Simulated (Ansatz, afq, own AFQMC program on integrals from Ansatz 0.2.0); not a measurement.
AFQMC on a folder of integrals that Ansatz 0.2.0 wrote.

```yaml
crystal:
  periodic: [false, false, false]
  atoms:
    - {symbol: Sb, position_ang: [0.000000, 0.000000, 0.000000]}
basis:
  gaussian: {orbitals: def2-TZVP}
total_charge: 1
magnetization: {spin_polarized: true, initial_magnetization: 2}
correlation: {method: ccsd_t, electrons: outside_noble_gas, hamiltonian_folder: ham}
```

```sh
$ ansatz run in.yaml --threads 1 --pin off --events-out ev --progress --plain --max-ram 24576MiB --backend cuda --devices 0, --max-vram 18GiB
```

afq runs on the folder ham with

```
--method phaseless --trial cisd --walkers 4000 --populations 20 --least-time 60 --time-step 0.005 --steps-per-block 50 --equilibration-blocks 28 --max-blocks 4000 --target-error 0.00012 --factor-cut 1e-05 --start spin_pure --seed 1898 --release-times 0.24,0.51,0.99,1.62,2.4 --release-step 0.03 --release-every 3 --taylor-order 6
```

Times are imaginary, in 1/Eh. The walk had a cap of 124 s. With eight or more populations the least sampling time is a fifth of least-time, and the error comes from their spread. Filled inner d shells are frozen with the cores. Core potentials past Kr, no spin–orbit coupling.

afq prints:

```
orbitals 41  electrons 3 1  factors 303 of 315
reference energy -238.96182794 Eh
CCSD correlation -0.05875779 Eh in 9 cycles, weight of the determinant in the CISD state 0.9535
energy of the start -239.020551 Eh
 block  time / (1/Eh)  mean weight  energy / Eh
     1     0.250  1.0001  -239.020651
     2     0.500  0.9999  -239.020897
     3     0.750  1.0000  -239.021181
     4     1.000  0.9998  -239.021416
     5     1.250  1.0000  -239.021609
    12     3.000  1.0001  -239.022164
    19     4.750  1.0001  -239.022301
    26     6.500  1.0000  -239.022331
    33     8.250  1.0000  -239.022411
    40    10.000  1.0002  -239.022331
    47    11.750  0.9998  -239.022418
    54    13.500  1.0000  -239.022397
    61    15.250  1.0000  -239.020501
    68    17.000  1.0000  -239.022314
    74    18.500  0.9999  -239.022531
    75    18.750  1.0000  -239.022450
    78    19.500  1.0000  -239.022349
error from the spread of 20 populations
released: time / (1/Eh)  energy / Eh  error  mean overlap
  0.24  -239.022364  0.000017  0.9999
  0.51  -239.022381  0.000015  0.9996
  0.99  -239.022395  0.000011  0.9989
  1.62  -239.022365  0.000018  0.9971
  2.40  -239.022413  0.000020  0.9935
energy -239.022321 +/- 0.000039 Eh
(rows thinned)
```

The run passed its tests (sampling time, drift between the halves within three errors, error under three times the target), which doesn't prove that it has relaxed.

Against this walk (error 1.1 meV) on the same determinant: CCSD(T) 9.6 meV higher, CCSDT(Q) 2.0 meV lower (within the noise), full CI 2.2 meV lower. The error is statistical and leaves out the bias of the constraint. Released to 2.40 1/Eh the energy lies 2.5 ± 1.2 meV (both errors) below the phaseless value, which shows part or all of the bias of the constraint, and full CI lies 0.3 meV above the released value.

Cautions: constraint bias not in the error; no spin-orbit coupling; inner d shell frozen.

The walk took 34 s on 1 × NVIDIA H100 80GB HBM3 with 2 threads of AMD EPYC 7R13 Processor (Zen 3) (shared host) (the card was shared). The log's last line is the phaseless energy.

CCSDT and higher add their correlation energy to the determinant of the CCSD(T) run, since their own runs factorise the integrals more tightly (a shift of under 2 meV). A walk keeps the symmetry of its determinant, which the program's search chose and which needn't be the lowest solution, so a lower state of the same spin and another symmetry isn't excluded.
